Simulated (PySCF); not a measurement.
# Choosing a basis for TDDFT

Compound: thietane, C3H6S.
Bonds: C1–C2, C2–S3, S3–C4, C1–C4. Hydrogens: H5, H6 on C1; H7, H8 on C2; H9, H10 on C4.

TDDFT with PBE0 (PySCF), vertical singlets, core orbitals frozen in the response, spherical d and f functions. Isolated species at its PBE0-D3(BJ)/def2-SVP geometry, gas phase.

Problem. How do the low singlets change with the basis? Take 6-31G*, def2-SVP, def2-SVPD and def2-TZVP.

Solution. 

```tsv
basis	functions	diffuse	S1 (eV)	S2 (eV)	S3 (eV)	S4 (eV)	S5 (eV)	LUMO (eV)	α (au)
6-31G*	72	no	4.77	6.92	7.29	7.72	7.90	0.49	44.9
def2-SVP	90	no	4.92	6.66	7.12	7.33	7.47	0.63	44.8
def2-SVPD	135	yes	4.57	5.91	5.95	6.43	6.98	-0.05	55.2
def2-TZVP	166	no	4.56	6.21	6.52	6.95	6.98	0.12	51.9
```

States are compared by their number. Against the only diffuse basis here (def2-SVPD, itself not a converged limit), sets without diffuse functions differ by up to 0.35 eV in S1 and 0.92 eV in S5. State by state, the largest deviation of a set without diffuse functions is S1 0.35, S2 1.01, S3 1.34, S4 1.29, S5 0.92 eV. The same number needn't mean the same state in each row. Against def2-SVPD the polarisability deviates by -19% in 6-31G*, -19% in def2-SVP, -6% in def2-TZVP.
